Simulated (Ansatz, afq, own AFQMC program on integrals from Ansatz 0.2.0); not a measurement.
AlC, quartet in cc-pVDZ along one coordinate

```
atom   x (Å)   y (Å)   z (Å)
  Al  0.0000  0.0000  0.0000
   C  0.0000  0.0000  1.9668
```

The Al1–C2 distance is changed with both sides rigid. Energies in kJ/mol count from this geometry (1.967 Å) at the same level; the start stands on UHF, each point on the determinant named.

Basis cc-pVDZ. Only valence electrons are correlated. AFQMC by an in-house program on the Cholesky factors that Ansatz 0.2.0 writes for its CCSD(T) run. The CISD trial takes its coefficients from CCSD amplitudes. Released means that phaseless walkers are propagated on without the constraint, phases kept. ± is one standard error of the sampling.

Cautions, each for one point or more: lower spins were not checked; raised T1 diagnostic; strong correlation.

| r(Al1–C2) / Å | det. | T1 | weight | ⟨S²⟩ | CCSD(T) | ph-AFQMC/CISD | FCI | CCSDT(Q) | MP2 | PBE0 |
| --- | --- | --- | --- | --- | --- | --- | --- | --- | --- | --- |
| 1.595 | UHF | 0.053 | 0.86 | 3.76 | 180.7 | 180.8 ± 0.4 | 181.2 | 181.2 | 181.8 | 167.7 |
| 3.122 | UHF | 0.052 | 0.84 | 3.78 | 197.1 | 196.8 ± 0.5 | 191.1 | 190.2 | 209.6 | 195.7 |
| 4.232 | UHF | 0.019 | 0.89 | 3.77 | 278.0 | 279.6 ± 0.3 | 277.1 | 278.6 | 284.5 | 291.4 |
| 6.527 | UHF | 0.011 | 0.89 | 3.77 | 288.1 | 289.9 ± 0.4 | 290.9 | 291.1 | 294.2 | 324.8 |

Weight is that of the determinant in the CISD state; at the start T1 is 0.044 and the weight 0.87, and ⟨S²⟩ is 3.76. Largest departures from full CI: CCSD(T) 6.0 kJ/mol at 3.122 (on UHF), ph-AFQMC/CISD 5.7 kJ/mol at 3.122 (on UHF), CCSDT(Q) 1.5 kJ/mol at 4.232 (on UHF), MP2 18.6 kJ/mol at 3.122 (on UHF), PBE0 33.9 kJ/mol at 6.527. Functionals count only at points shown to share the start's state and spin. In this small basis the wave-function levels are far from their limit, so their gap to the functionals isn't the functionals' error. In total energy ph-AFQMC/CISD lies 25.7 ± 2.3 meV above full CI at the start, so its agreement along the curve rests in part on cancellation.

Some points may be missing: those where a free walk finds a much lower state, and past Zn most of those on another determinant than at the start.

CCSDT and higher add their correlation energy to the determinant of the CCSD(T) run, since their own runs factorise the integrals more tightly (a shift of under 2 meV). A walk keeps the symmetry of its determinant, which the program's search chose and which needn't be the lowest solution, so a lower state of the same spin and another symmetry isn't excluded.
